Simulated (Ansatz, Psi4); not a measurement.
**COF2 (carbonyl fluoride): the vertical energy of the triplet above the singlet, rung by rung**

The species is COF2 (4 atoms), meant as a singlet with charge 0. SMILES: `O=C(F)F`. The coordinates come from a PBE0-D4/def2-TZVP relaxation.

Each level gives the vertical energy of the triplet above the singlet (eV). The values are calculated.

```json
{"level": "TPSS/aug-cc-pVDZ", "kind": "meta-GGA", "program": "Psi4", "value (eV)": "6.62", "CPU time (all runs)": "3.2 min"}
{"level": "r2SCAN/aug-cc-pVDZ", "kind": "meta-GGA", "program": "Psi4", "value (eV)": "6.61", "CPU time (all runs)": "3.2 min"}
{"level": "B3LYP/aug-cc-pVDZ", "kind": "global hybrid", "program": "Ansatz", "value (eV)": "6.65", "CPU time (all runs)": "15 s"}
{"level": "M06-2X/aug-cc-pVDZ", "kind": "hybrid meta-GGA", "program": "Psi4", "value (eV)": "6.89", "CPU time (all runs)": "2.4 min"}
{"level": "CAM-B3LYP/aug-cc-pVDZ", "kind": "range-separated hybrid", "program": "Ansatz", "value (eV)": "6.64", "CPU time (all runs)": "19 s"}
{"level": "wB97M-V/aug-cc-pVDZ", "kind": "range-separated hybrid", "program": "Psi4", "value (eV)": "6.89", "CPU time (all runs)": "5 min"}
{"level": "PBE-QIDH/aug-cc-pVDZ", "kind": "double hybrid", "program": "Ansatz", "value (eV)": "6.89", "CPU time (all runs)": "21 s"}
{"level": "RPA@PBE0/aug-cc-pVDZ", "kind": "RPA", "program": "Ansatz", "value (eV)": "6.98", "CPU time (all runs)": "25 s"}
{"level": "FCI/STO-3G", "kind": "exact in the basis", "program": "Ansatz", "value (eV)": "6.31", "CPU time (all runs)": "8.8 s"}
```

The values span 6.31 to 6.98 eV. High-level rows in very small sets aren't better than simpler rows in larger ones. Times are those of the runs behind each value, whatever else they computed, on shared processors of several kinds: orders of magnitude only.
